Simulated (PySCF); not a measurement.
PySCF input (B3PW91/6-31G* (5d)):

```python
from pyscf import gto, dft

mol = gto.M(
    atom='''
    C    -0.00000000   -0.00000000   -0.49689011
    N     0.00000000    0.00000000    0.64927938
    H    -0.00000000   -0.00000000   -1.56361504
    ''',
    basis='6-31g*',
    charge=0,
    spin=0,
    verbose=4,
)

mf = dft.RKS(mol, xc='b3pw91')
mf.grids.level = 3
mf.conv_tol = 1e-9
mf.max_cycle = 100
mf.max_memory = 1500
mf.kernel()
if not mf.converged:
    mf = mf.newton()
    mf.kernel(mf.make_rdm1())
mf.dip_moment()
```

From the last part of the output:

```
method = RKS
initial guess = minao
damping factor = 0
level_shift factor = 0
DIIS = <class 'pyscf.scf.diis.CDIIS'>
diis_start_cycle = 1
diis_space = 8
diis_damp = 0
SCF conv_tol = 1e-09
SCF conv_tol_grad = None
SCF max_cycles = 100
direct_scf = True
direct_scf_tol = 1e-13
XC library pyscf.dft.libxc version 7.1.2
    S. Lehtola, C. Steigemann, M. J. T. Oliveira, and M. A. L. Marques,  SoftwareX 7, 1–5 (2018)
XC functionals = b3pw91
    A. D. Becke,  J. Chem. Phys. 98, 5648 (1993)
radial grids:
    Treutler-Ahlrichs [JCP 102, 346 (1995); DOI:10.1063/1.469408] (M4) radial grids

becke partition: Becke, JCP 88, 2547 (1988); DOI:10.1063/1.454033
pruning grids: <function nwchem_prune>
grids dens level: 3
symmetrized grids: False
atomic radii adjust function: <function treutler_atomic_radii_adjust>
small_rho_cutoff = 0
Set gradient conv threshold to 3.16228e-05
Initial guess from minao.
tot grids = 37832
init E= -93.487094931429
  HOMO = -0.396499403712366  LUMO = -0.0337480740103751  gap/eV = 9.87097
cycle= 1 E= -93.3430311813807  delta_E= 0.144  |g|= 0.362  |ddm|= 1.87
  HOMO = -0.27604657233852  LUMO = 0.0578777972427451  gap/eV = 9.08654
cycle= 2 E= -93.198284976987  delta_E= 0.145  |g|= 0.872  |ddm|= 0.887
  HOMO = -0.350975457744861  LUMO = 0.0328530014764814  gap/eV = 10.44450
cycle= 3 E= -93.3777546633905  delta_E= -0.179  |g|= 0.0474  |ddm|= 0.58
  HOMO = -0.367218263062501  LUMO = 0.0209074180615994  gap/eV = 10.56144
cycle= 4 E= -93.3783363147548  delta_E= -0.000582  |g|= 0.0145  |ddm|= 0.0547
  HOMO = -0.364950437586484  LUMO = 0.0232727681308303  gap/eV = 10.56409
cycle= 5 E= -93.378387523233  delta_E= -5.12e-05  |g|= 0.000759  |ddm|= 0.0105
  HOMO = -0.365023158361874  LUMO = 0.0232207932333468  gap/eV = 10.56466
cycle= 6 E= -93.3783876358743  delta_E= -1.13e-07  |g|= 0.000223  |ddm|= 0.000604
  HOMO = -0.36502814067195  LUMO = 0.0232100565335271  gap/eV = 10.56450
cycle= 7 E= -93.3783876473172  delta_E= -1.14e-08  |g|= 7.42e-06  |ddm|= 0.000179
  HOMO = -0.365027059037325  LUMO = 0.0232112943149754  gap/eV = 10.56450
cycle= 8 E= -93.3783876473313  delta_E= -1.4e-11  |g|= 6.02e-07  |ddm|= 9.57e-06
  HOMO = -0.365027135328766  LUMO = 0.0232111324675574  gap/eV = 10.56450
Extra cycle  E= -93.3783876473315  delta_E= -1.85e-13  |g|= 1.66e-07  |ddm|= 8.94e-07
converged SCF energy = -93.3783876473315
Dipole moment(X, Y, Z, Debye): -0.00000,  0.00000, -2.92109
```

The geometry given is a B3LYP-D3(BJ)/def2-TZVP minimum.
